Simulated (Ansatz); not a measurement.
**Worked example: correlation energy of SbH, singlet**

Geometry: a point of a stretch scan, not a stationary point.

```yaml
atoms:
  - { symbol: Sb, position_ang: [0.0000, 0.0000, 0.0000] }
  - { symbol: H, position_ang: [0.0000, 0.0000, 1.5100] }
```

Basis def2-SVP with its core potentials; Ansatz 0.2.0. Correlated methods freeze the noble-gas cores and the filled d shells of p-block atoms, which leaves 6 electrons in 22 orbitals. R marks a restricted (for open shells ROHF) determinant. No spin–orbit coupling is included; scalar relativity enters through the core potentials alone.

Full CI is exact within this basis and frozen core; it isn't the basis-set limit.

The determinant fills πx and πy unequally, so it is a mixture of Σ and Δ, which weighs on every level built on one determinant.

Runs differ by some tens of microhartree through their thresholds, so steps under 0.03 kcal/mol mean nothing.

| level | total energy (hartree) |
| --- | --- |
| RHF | -239.751030 |
| RMP2 | -239.824657 |
| RCCSD | -239.850781 |
| RCCSD(T) | -239.855510 |
| RCCSDT* | -239.859855 |
| RCCSDT(Q)* | -239.860128 |
| RCCSDTQ* | -239.860044 |
| full CI | -239.860045 |

Question: What is the correlation energy at full CI, and what share of it do RMP2 and RCCSD(T) recover?

Answer: E(corr) = -239.860045 − (-239.751030) = -0.109015 hartree = -2.966 eV. RMP2: -0.073627 / -0.109015 = 67.54 %. RCCSD(T): -0.104480 / -0.109015 = 95.84 %.

Question: By how many kcal/mol does RCCSD(T) miss full CI (1 hartree = 627.509 kcal/mol), and which steps make up the rest?

Answer: -239.855510 − (-239.860045) = 0.004535 hartree = 2.85 kcal/mol. Steps: RCCSDT − RCCSD(T) = -2.73, RCCSDT(Q) − RCCSDT = -0.17, RCCSDTQ − RCCSDT(Q) = 0.05, full CI − RCCSDTQ = 0.00 kcal/mol. With more than one leading determinant such errors change with state and geometry, and needn't cancel in differences.

An asterisk marks runs whose energy the program itself flagged as in doubt.
